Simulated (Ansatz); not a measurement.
Ansatz (an electronic-structure program) input:

Ansatz 0.2 input:
```yaml
crystal:
  periodic: [false, false, false]
  atoms:
    - {symbol: Si, position_ang: [0.21612307, 0.20976238, 0.22258598]}
    - {symbol: F, position_ang: [-0.72085928, -0.74673103, 1.07691475]}
    - {symbol: F, position_ang: [-0.71439787, 1.11947221, -0.68804678]}
    - {symbol: F, position_ang: [1.09906570, -0.69903821, -0.73511283]}
basis:
  gaussian:
    orbitals: cc-pVTZ
magnetization: {spin_polarized: true, initial_magnetization: 1}
correlation: {method: ccsd_t, electrons: outside_noble_gas}
```

Predict the final energy.

-588.40855 Eh (CCSD(T)/cc-pVTZ). The basis has 124 functions.

It need not be the lowest isomer of its formula.
